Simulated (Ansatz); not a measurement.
Reaction (SMILES): [SH] (SH) → H atom + S atom
B3LYP-D3(BJ)/def2-TZVP geometries, fixed; electronic energies without zero-point terms.

Core correlation in the atomisation energy at MP2 with Ansatz (a program for electronic structure), in kcal/mol: frozen core against 1s of Al to Cl frozen alone. Core-valence sets carry the plain set on hydrogen. Open shells are unrestricted.

| basis | functions, most | frozen core |
|---|---|---|
| cc-pV(D+d)Z | 28 | 77.18 |
| cc-pCVDZ | 32 | 76.25 |
| cc-pV(T+d)Z | 53 | 82.57 |
| cc-pwCVTZ | 73 | 82.73 |
| cc-pCVTZ | 73 | 82.51 |
| cc-pV(Q+d)Z | 94 | 84.46 |
| cc-pwCVQZ | 139 | 84.53 |
| cc-pCVQZ | 139 | 84.49 |

Task: How large is the core term in each set?

Result: The largest core-valence set, cc-pCVQZ, gives a core term of 0.13 kcal/mol; the valence set cc-pV(Q+d)Z, which lacks functions for the core, gives 0.23. By row: cc-pV(D+d)Z 0.36, cc-pCVDZ 0.26, cc-pV(T+d)Z 0.73, cc-pwCVTZ 0.12, cc-pCVTZ 0.14, cc-pV(Q+d)Z 0.23, cc-pwCVQZ 0.13, cc-pCVQZ 0.13.
